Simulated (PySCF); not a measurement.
Geometry (Å), atoms numbered from 1 in this order:
```xyz
8

O     0.3511   -0.1686    1.7123
P     0.0092   -0.0873    0.2834
O    -0.3804    1.3757   -0.2726
O     1.1713   -0.5382   -0.7376
O    -1.2428   -0.9787   -0.1616
H    -0.3316    2.0250    0.4403
H     1.9526   -0.8176   -0.2445
H    -1.5209   -0.8228   -1.0728
```

Geometry: PBE0-D3(BJ)/def2-SVP; GIAO absolute shieldings from PySCF 2.14, gas phase, non-relativistic, averaged over equivalent atoms.

At PBE0/pcSseg-1 (107 basis functions, 4.8 s wall time on 1 thread of an AMD EPYC 9R14, shared host):
```json
{"atoms": "O1", "σ (ppm)": "186.7"}
{"atoms": "O3/O4/O5", "σ (ppm)": "224.0"}
{"atoms": "P2", "σ (ppm)": "312.8"}
{"atoms": "H6/H7/H8", "σ (ppm)": "28.00"}
```

What do these become at wB97X-D/pcSseg-2?

Answers


```json
{"atoms": "O1", "σ at wB97X-D/pcSseg-2": "195.6", "change": "+8.9"}
{"atoms": "O3/O4/O5", "σ at wB97X-D/pcSseg-2": "219.1", "change": "-4.9"}
{"atoms": "P2", "σ at wB97X-D/pcSseg-2": "295.6", "change": "-17.2"}
{"atoms": "H6/H7/H8", "σ at wB97X-D/pcSseg-2": "27.90", "change": "-0.10"}
```

The largest change is at P2 (phosphorus bonded to 4 O). Cost: 229 basis functions, 17 s wall time on 1 thread of an AMD EPYC 9R14, shared host.
